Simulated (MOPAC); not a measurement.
MOPAC input (PM7):

```
PM7 FORCE THERMO(298,298) PRECISE LET UHF MS=0.5 GEO-OK AUX(PRECISION=9) THREADS=1
C3H3

C    -0.00024241 1   -0.01400010 1    0.08465194 1
C    -0.00380696 1   -0.22655387 1    1.36988862 1
C     0.00345309 1    0.20511653 1   -1.24026326 1
H    -0.00660689 1   -0.39267918 1    2.37438526 1
H     0.91454954 1    0.33458680 1   -1.80202755 1
H    -0.90447470 1    0.26421810 1   -1.81872447 1
```

Output:

```
 *******************************************************************************
 **                                                                           **
 **                              MOPAC v23.2.5                                **
 **                                                                           **
 *******************************************************************************
 ** MOPAC's Digital Object Identifier: https://doi.org/10.5281/zenodo.6511958 **
 **                                                                           **
 ** Please cite the open-source release paper for use of this MOPAC version:  **
 ** J. E. Moussa and J. J. P. Stewart (2026)                                  **
 ** MOPAC: An open-source semiempirical molecular orbital program             **
 ** J. Open Source Softw., 11(119), 8025, https://doi.org/10.21105/joss.08025 **
 *******************************************************************************

                              PM7 CALCULATION RESULTS

 *******************************************************************************
 *  PM7        - The PM7 Hamiltonian to be used
 *  GEO-OK     - OVERRIDE INTERATOMIC DISTANCE AND OTHER SAFETY CHECKS
 *  UHF        - UNRESTRICTED HARTREE-FOCK CALCULATION
 *  MS=        - IN MECI, MAGNETIC COMPONENT OF SPIN =  0.5
 *  LET        - OVERRIDE SOME SAFETY CHECKS
 *  PRECISE    - TIGHTER CRITERIA TO BE USED
 *  FORCE      - FORCE CALCULATION SPECIFIED
 *  AUX        - OUTPUT AUXILIARY INFORMATION
 *  THERMO     - THERMODYNAMIC QUANTITIES TO BE CALCULATED
 *******************************************************************************
PM7 FORCE THERMO(298,298) PRECISE LET UHF MS=0.5 GEO-OK AUX(PRECISION=9) THREADS=1
 C3H3

   ATOM   CHEMICAL          X               Y               Z
  NUMBER   SYMBOL      (ANGSTROMS)     (ANGSTROMS)     (ANGSTROMS)

     1       C         -0.00024241  *  -0.01400010  *   0.08465194  *
     2       C         -0.00380696  *  -0.22655387  *   1.36988862  *
     3       C          0.00345309  *   0.20511653  *  -1.24026326  *
     4       H         -0.00660689  *  -0.39267918  *   2.37438526  *
     5       H          0.91454954  *   0.33458680  *  -1.80202755  *
     6       H         -0.90447470  *   0.26421810  *  -1.81872447  *

          CARTESIAN COORDINATES

    NO.       ATOM           X           Y           Z

     1         C         -0.0002     -0.0140      0.0847
     2         C         -0.0038     -0.2266      1.3699
     3         C          0.0035      0.2051     -1.2403
     4         H         -0.0066     -0.3927      2.3744
     5         H          0.9145      0.3346     -1.8020
     6         H         -0.9045      0.2642     -1.8187

 General Reference for PM7:
 "Optimization of Parameters for Semiempirical Methods VI: More Modifications to the
 NDDO Approximations and Re-optimization of Parameters", J. J. P. Stewart, J. Mol. Mod., 1:32, 19 (2013)
 https://link.springer.com/article/10.1007/s00894-012-1667-x

           Empirical Formula: C3 H3  =     6 atoms

      MOLECULAR POINT GROUP   :   C2v

          UHF CALCULATION, NO. OF ALPHA ELECTRONS =    8
[...]
 TRAVEL (Ang.)       0.2830         C 3 -- H 6         +18.6% ( 55.5%)     22.3%
 REDUCED MASS        0.6552         C 3 -- H 5         +18.6% ( 55.5%)     22.3%
 EFFECTIVE MASS      5.0355
 FORCE CONSTANT      0.6376

 VIBRATION          8    2A1         ATOM PAIR     ENERGY CONTRIBUTION    RADIAL
 FREQUENCY          1393.94         C 1 -- C 3         +35.2% ( 86.7%)    100.0%
 TRANSITION DIPOLE   0.5931         C 3 -- H 5         +24.8% ( 72.8%)      7.4%
 TRAVEL (Ang.)       0.1189         C 3 -- H 6         +24.8% ( 72.8%)      7.4%
 REDUCED MASS        3.4242         C 2 -- H 4         +11.6% ( 49.8%)    100.0%
 EFFECTIVE MASS      8.6440
 FORCE CONSTANT      3.9201

 VIBRATION          9    4B2         ATOM PAIR     ENERGY CONTRIBUTION    RADIAL
 FREQUENCY          2712.35         C 3 -- H 5         +49.5% ( 72.4%)     98.7%
 TRANSITION DIPOLE   0.7896         C 3 -- H 6         +49.5% ( 72.4%)     98.7%
 TRAVEL (Ang.)       0.2212         C 1 -- C 3          +0.9% (  9.8%)      0.0%
 REDUCED MASS        0.5082
 EFFECTIVE MASS      1.4884
 FORCE CONSTANT      2.2030

 VIBRATION         10    3A1         ATOM PAIR     ENERGY CONTRIBUTION    RADIAL
 FREQUENCY          2716.45         C 2 -- H 4         +75.6% ( 91.0%)    100.0%
 TRANSITION DIPOLE   1.0319         C 1 -- C 2         +11.5% ( 35.5%)    100.0%
 TRAVEL (Ang.)       0.1649         C 1 -- C 3         +10.5% ( 33.9%)    100.0%
 REDUCED MASS        0.9125         C 3 -- H 6          +1.2% ( 11.4%)     86.2%
 EFFECTIVE MASS      2.4813
 FORCE CONSTANT      3.9673

 VIBRATION         11    4A1         ATOM PAIR     ENERGY CONTRIBUTION    RADIAL
 FREQUENCY          2773.90         C 3 -- H 5         +48.2% ( 68.4%)     95.7%
 TRANSITION DIPOLE   1.0361         C 3 -- H 6         +48.2% ( 68.4%)     95.7%
 TRAVEL (Ang.)       0.2301         C 2 -- H 4          +2.8% ( 16.3%)    100.0%
 REDUCED MASS        0.4590         C 1 -- C 3          +0.7% (  8.4%)    100.0%
 EFFECTIVE MASS      1.2391
 FORCE CONSTANT      2.0809

 VIBRATION         12    5A1         ATOM PAIR     ENERGY CONTRIBUTION    RADIAL
 FREQUENCY          3426.57         C 1 -- C 2         +59.8% ( 94.3%)    100.0%
 TRANSITION DIPOLE   1.2142         C 2 -- H 4         +24.4% ( 60.3%)    100.0%
 TRAVEL (Ang.)       0.0621         C 1 -- C 3         +15.7% ( 48.3%)    100.0%
 REDUCED MASS        5.1092
 EFFECTIVE MASS     10.9609
 FORCE CONSTANT     35.3447

      SYMMETRY NUMBER FOR POINT-GROUP C2v =  2

          SYSTEM IS A GROUND STATE

 C3H3

          MOLECULE IS NOT LINEAR

          THERE ARE 12 GENUINE VIBRATIONS IN THIS SYSTEM
          THIS THERMODYNAMICS CALCULATION IS LIMITED TO
          MOLECULES WHICH HAVE NO INTERNAL ROTATIONS

                    CALCULATED THERMODYNAMIC PROPERTIES
                                          *
   TEMP. (K)   PARTITION FUNCTION   H.O.F.    ENTHALPY  HEAT CAPACITY ENTROPY
                                   KCAL/MOL   CAL/MOLE    CAL/K/MOL  CAL/K/MOL

 298.00  VIB.     0.1620D+01                   639.8605     5.7748     3.1059
         ROT.     0.2744D+04                   888.2803     2.9808    18.7139
         INT.     0.4446D+04                  1528.1408     8.7556    21.8199
         TRA.     0.2360D+27                  1480.4672     4.9680    36.9133
         TOT.                       72.983    3008.6079    13.7236    58.7332

   *: NOTE: HEATS OF FORMATION ARE RELATIVE TO THE
            ELEMENTS IN THEIR STANDARD STATE AT 298K
              (=  Standard Enthalpy of Formation).

            Hvib:  Zero-point energy is not included.
                   frequencies of less than zero cm-1 are not included.
            Hrot = (3/2)RT
            Htra = (3/2)RT + pV = (5/2)RT

            Heat capacity is Cp, not Cv

          For more information, see: HTTP://OpenMOPAC.net/Manual/thermochemistry.html

           FORCE CONSTANT IN CARTESIAN COORDINATES (Millidynes/A)

    ATOM   CHEMICAL       X               Y               Z
   NUMBER   SYMBOL  FORCE CONSTANT  FORCE CONSTANT  FORCE CONSTANT

      1       C       44.333856        1.433324        0.848930
      2       C       43.124155        0.826459        0.722913
      3       C       11.062399        5.990537        1.663161
      4       H        4.376989        0.295586        0.227383
      5       H        1.848374        3.053671        0.195146
      6       H        1.848418        3.053627        0.195146

 **********************
 *                    *
 * JOB ENDED NORMALLY *
 *                    *
 **********************

 == MOPAC DONE ==
```
